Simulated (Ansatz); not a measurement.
# Zirconium, hcp: convergence with Gaussian smearing

Computed with Ansatz, PBE, scalar-relativistic PAW, on the relaxed cell (a = 3.232 Å, c = 5.174 Å (c/a = 1.601); spin not included). Errors count from a run at 420 eV on a Γ-centred 18×18×10 mesh with Fermi-Dirac smearing of 0.1 eV, extrapolated to zero width. Fixed here: cutoff 420 eV, mesh 11×11×6. The SCF starts from atomic densities corrected by a trained network.

```
width (eV)  E(σ→0) error (meV/atom)  F error (meV/atom)  P (GPa)  SCF iterations
      0.01                     -1.1                -1.2    -0.08               6
      0.03                     -1.2                -1.3    -0.11               6
       0.1                     -0.8                -3.0    -0.12               6
       0.3                      0.6               -23.3     0.04               6
       0.6                     10.7              -102.3     0.63               6
       1.0                     27.2              -315.3     2.29               6
```

What does the run at 0.2 give (width)?

E(σ→0) error (meV/atom): 0.0; F error (meV/atom): -10.2; P (GPa): -0.05; SCF iterations: 6.
